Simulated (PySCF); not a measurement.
B3LYP has the VWN-RPA correlation part, as in Gaussian. 

```xyz
8

C     -0.7629     0.0001    -0.0235
C      0.7629    -0.0001     0.0235
H     -1.1321    -0.4777    -0.9332
H     -1.1605     1.0168    -0.0006
H     -1.1863    -0.5384     0.8267
H      1.1863     0.5384    -0.8267
H      1.1605    -1.0168     0.0006
H      1.1321     0.4777     0.9332
```

Charge 0, multiplicity 1.

### Question
Give the Mulliken and meta-Löwdin atomic charges from B3LYP-D3(BJ)/def2-TZVP in PySCF.

### Answer

```
atom  Mulliken (e)  meta-Löwdin (e)
----  ------------  ---------------
C1           -0.31            -0.32
C2           -0.31            -0.32
H3            0.10             0.11
H4            0.10             0.11
H5            0.10             0.11
H6            0.10             0.11
H7            0.10             0.11
H8            0.10             0.11
```
